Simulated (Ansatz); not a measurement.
# CH3LiS: one structure at several levels

One table from this session's results is given with a row withheld; the runs are named, their logs left out.

Computed with Ansatz 0.2.0, Gaussian basis. Level: single points in def2-TZVPP.

Cores are frozen in the correlated methods. The outer core shell of Li, Na, Mg and K is correlated.

## The starting structure

SMILES `[Li][S]C`, 6 atoms, charge 0, spin multiplicity 1.

Atoms are counted from 1 here; the program's logs count them from 0.

Bond lengths: Li1–S2 2.099 Å, S2–C3 1.992 Å, C3–H4 1.001 Å, C3–H5 0.978 Å, C3–H6 0.885 Å. Angles: Li1–S2–C3 114.1°, S2–C3–H4 107.8°, S2–C3–H5 104.5°, S2–C3–H6 117.2°, H4–C3–H5 108.1°, H4–C3–H6 110.4°, H5–C3–H6 108.4°.

As a file:

```
Li   -0.6484   -2.4387    1.0622
S    -1.0681   -0.8785   -0.2780
C     0.2465    0.6177   -0.2234
H     1.1212    0.2687   -0.5633
H    -0.0943    1.2666   -0.8708
H     0.3585    1.0291    0.5517
```

Set-up of the first run:

run/in.yaml

```yaml
crystal:
  periodic: [false, false, false]
  atoms:
    - {symbol: Li, position_ang: [-0.648400, -2.438700, 1.062200]}
    - {symbol: S, position_ang: [-1.068100, -0.878500, -0.278000]}
    - {symbol: C, position_ang: [0.246500, 0.617700, -0.223400]}
    - {symbol: H, position_ang: [1.121200, 0.268700, -0.563300]}
    - {symbol: H, position_ang: [-0.094300, 1.266600, -0.870800]}
    - {symbol: H, position_ang: [0.358500, 1.029100, 0.551700]}
basis:
  gaussian: {orbitals: def2-TZVPP}
correlation: {method: ccsd_t}
output: {forces: true}
```

The command line of these runs was not kept.

Steps of the session up to this table: CCSD(T)/def2-TZVPP; PBE0-D4/def2-TZVPP; wB97M-V/def2-TZVPP; r2SCAN-D4/def2-TZVPP; PBE-D4/def2-TZVPP; wB97X-V/def2-TZVPP; CAM-B3LYP-D4/def2-TZVPP.

One table of the session follows, with a row left open; its other results are not shown here.

```
      method  RMS force component (eV/Å)  angle to CCSD(T) forces (°)  dipole (D)
     CCSD(T)                       4.410                    reference        6.35
     PBE0-D4                       4.434                          1.0        6.18
     wB97M-V                       4.377                          0.9        6.21
   r2SCAN-D4                       4.366                          0.3        6.20
      PBE-D4                       4.438                          1.1        5.92
     wB97X-V                       4.491                          1.4        6.34
CAM-B3LYP-D4                           ?                            ?           ?
```

Q: Estimate the row for CAM-B3LYP-D4 from the others.

As computed: RMS force component (eV/Å): 4.366; angle to CCSD(T) forces (°): 1.1; dipole (D): 6.21.
